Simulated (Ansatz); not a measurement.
# MgCl− (quintet): wave-function methods side by side, aug-cc-pVDZ

One table from this session's results is given with a row withheld; the runs are named, their logs left out.

Method: aug-cc-pVDZ, core rule «outside noble gas», up to 10 orbitals frozen; program: Ansatz 0.2.0, Gaussian basis.

To be run: UHF; CCSD(T) on ROHF; CCSD(T) on UHF; BCCD(T) on ROHF; CISD as a restricted active space (open shells left free, so some higher excitations enter); CCSDT(Q) on ROHF; CCSDT(Q) on UHF.

34 further runs of the same task are left out: 12 for a known fault of the program, 8 that didn't finish, 14 set aside as unsound or not needed. Runs told in other sessions of the task aren't counted.

## The system

The geometry is a PBE0/def2-TZVPD stationary point (not a proven minimum) of the parent state, kept for this charge and spin.

2 atoms, charge -1, spin multiplicity 5.

Atoms are counted from 1 here; the program's logs count them from 0.

Bond lengths: Cl1–Mg2 2.297 Å.

Set-up of the first run:

Input file in.yaml:

```yaml
crystal:
  periodic: [false, false, false]
  atoms:
    - {symbol: Cl, position_ang: [0.000000, 0.000000, 0.000000]}
    - {symbol: Mg, position_ang: [0.000000, 0.000000, 2.296700]}
basis:
  gaussian: {orbitals: aug-cc-pVDZ}
total_charge: -1
magnetization: {spin_polarized: true, initial_magnetization: 4}
hamiltonian: {xc: hf}
output: {orbitals: {seedname: orbitals}}
```

On the command line:

```sh
> ansatz run in.yaml --threads 1 --pin off --events-out ev --progress --plain --max-ram 2393MiB
```

Steps of the session up to this table: UHF; CCSD(T) on ROHF; CCSD(T) on UHF; BCCD(T) on ROHF; CISD as a restricted active space (open shells left free, so some higher excitations enter); CCSDT(Q) on ROHF; CCSDT(Q) on UHF.

One table of the session follows, with a row left open; its other results are not shown here.

```
   method  from UCCSDT(Q) (meV)
     ROHF               +4510.9
      UHF               +4389.3
     RMP2                +718.8
     UMP2                +741.2
     CISD                +374.9
    RCCSD                +121.1
    UCCSD                     ?
 RCCSD(T)                 +26.9
 UCCSD(T)                 +26.0
  BCCD(T)                 +26.7
   RCCSDT                  +7.8
   UCCSDT                  +6.9
RCCSDT(Q)                  +0.8
UCCSDT(Q)                     0
```

Q: Estimate the row for UCCSD from the others.

As computed: from UCCSDT(Q) (meV): +117.4. In the column «from UCCSDT(Q) (meV)» it lies between RCCSD(T) (+26.9) and RCCSD (+121.1).

Caveats from the session: Restricted and unrestricted rows rest on different reference determinants; a gap between their highest levels can come from leftover correlation error, from unlike frozen cores or from another state.
